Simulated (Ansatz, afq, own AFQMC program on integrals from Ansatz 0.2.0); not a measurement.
SiH2, singlet, reference energies and how methods fare

| atom | x (Å) | y (Å) | z (Å) |
| --- | --- | --- | --- |
| Si | -0.4939 | 0.4712 | -0.2148 |
| H | 0.8452 | 0.5822 | 0.5255 |
| H | -0.3513 | -1.0533 | -0.3107 |

Geometry: a PBE0/def2-SVP stationary point, not shown to be a minimum. Basis def2-TZVP. Only valence electrons are correlated. Integrals, coupled cluster, full CI and functionals: Ansatz 0.2.0; the random walks run on the same integrals in our own AFQMC program. ph-AFQMC/CISD is guided by a CISD state made of CCSD amplitudes; releasing the constraint for a short imaginary time cuts its bias at the price of noise, slowly where states lie close. Uncertainties: one standard error, sampling alone.

Best estimates are CCSD(T) at the basis-set limit (def2-TZVPP/QZVPP) plus the step from CCSD(T) to the highest rung at hand in def2-TZVP, named in the table (released AFQMC can keep some 10 meV of bias). Fragments are relaxed and keep their bonds. No zero-point, core-correlation or spin–orbit terms. Other levels are in def2-TZVP; a dash marks a level that is missing or breaks spin symmetry for a member.

Cautions: SiH₂ (singlet): restricted determinant unstable towards unrestricted (UHF 109 meV lower, ⟨S²⟩ 0.41), the released energies are still falling, so no released level is given (meV from the phaseless value at times in 1/Eh: -1.1 ± 1.6 at 0.24, -2.3 ± 1.3 at 0.51, -4.5 ± 1.5 at 0.99, -6.8 ± 1.2 at 1.62, -8.5 ± 1.8 at 2.40), though the last usable value meets CCSDTQ within the noise, the ph-AFQMC/CISD walk drifts between its halves (2.5 errors); SiH (doublet): the determinant is a saddle point among determinants of its kind; SiH₂⁺ (doublet): the released energies are still falling, so no released level is given (meV from the phaseless value at times in 1/Eh: -1.8 ± 1.0 at 0.24, -2.6 ± 0.7 at 0.51, -5.4 ± 0.7 at 0.99, -7.2 ± 0.9 at 1.62, -8.9 ± 1.1 at 2.40), though the last usable value meets full CI within the noise; SiH₂ (triplet): another spin lies lower; row 3: core correlation is missing, and it shifts such a gap most where an s electron is promoted.

```json
{"process": "Si1–H2 → SiH (doublet) + H (doublet)", "PBE (eV)": "3.30"}
{"process": "to charge +1, doublet (vertical)", "PBE (eV)": "9.36"}
{"process": "to charge +0, triplet (vertical)", "PBE (eV)": "1.08"}
{"process": "to free atoms", "PBE (eV)": "6.42"}
```

**Question.** From these values, estimate the best estimates.

**Answer.** 
```json
{"process": "Si1–H2 → SiH (doublet) + H (doublet)", "best estimate (eV)": "3.48", "highest rung": "CCSDTQ"}
{"process": "to charge +1, doublet (vertical)", "best estimate (eV)": "9.57", "highest rung": "CCSDTQ"}
{"process": "to charge +0, triplet (vertical)", "best estimate (eV)": "1.29", "highest rung": "CCSDT(Q)"}
{"process": "to free atoms", "best estimate (eV)": "6.68", "highest rung": "CCSDTQ"}
```

Errors against the best estimates in eV, in the same order:

| level | error, 1 | error, 2 | error, 3 | error, 4 |
| --- | --- | --- | --- | --- |
| MP2 | -0.27 | -0.31 | -0.17 | -0.62 |
| CCSD(T) | -0.15 | -0.10 | -0.03 | -0.32 |
| ph-AFQMC/CISD | -0.15 ± 0.003 | -0.10 ± 0.002 | -0.04 ± 0.002 | -0.32 ± 0.002 |
| CCSD(T)/CBS | 0.00 | -0.01 | 0.00 | 0.00 |
| PBE | -0.17 | -0.21 | -0.20 | -0.26 |
| PBE0 | -0.18 | -0.20 | -0.23 | -0.29 |
| B3LYP | -0.06 | -0.08 | 0.01 | -0.02 |
| wB97M-V | 0.03 | -0.10 | 0.17 | 0.05 |
| B2PLYP | -0.12 | -0.21 | -0.02 | -0.19 |

Cost at the first geometry (cards were shared with other jobs): PBE0/def2-TZVP, 0.97 s on 1 thread of AMD EPYC 7R13 Processor (Zen 3), on a shared host; RCCSD(T)/def2-TZVP, 3.5 s on 1 × NVIDIA H100 80GB HBM3 with 1 thread of AMD EPYC 7R13 Processor (Zen 3), on a shared host; CCSD(T)/def2-QZVPP, 4.3 s on 1 × NVIDIA H100 80GB HBM3 with 1 thread of AMD EPYC 7R13 Processor (Zen 3), with other jobs on the host; CCSDT(Q), 2.8 s on 1 × NVIDIA H100 80GB HBM3 with 1 thread of AMD EPYC 7R13 Processor (Zen 3), on a shared host; ph-AFQMC/CISD with release, 20 s on 1 × NVIDIA H100 80GB HBM3 with 2 threads of AMD EPYC 7R13 Processor (Zen 3) (shared host).

Best estimates are given only where the step beyond CCSD(T) is under 0.3 eV and no member's determinant is very poor (T1 over 0.05, or 0.07 for open shells, ⟨S²⟩ too high by 0.3, two states mixed), so the hardest cases are missing from such tables.

The functionals ran in a triple-zeta set and keep a basis error of their own, a few kJ/mol for each bond in atomization energies and more for double hybrids, so close places among them and the extrapolated levels can swap.

CCSDT and higher add their correlation energy to the determinant of the CCSD(T) run, since their own runs factorise the integrals more tightly (a shift of under 2 meV). Where the cautions show a poor determinant, the low rows tell how each method copes with it, not its usual error. Each member of a difference takes its own highest rung, so a best estimate needn't equal the limit plus the step of one row. A walk keeps the symmetry of its determinant, which the program's search chose and which needn't be the lowest solution, so a lower state of the same spin and another symmetry isn't excluded.
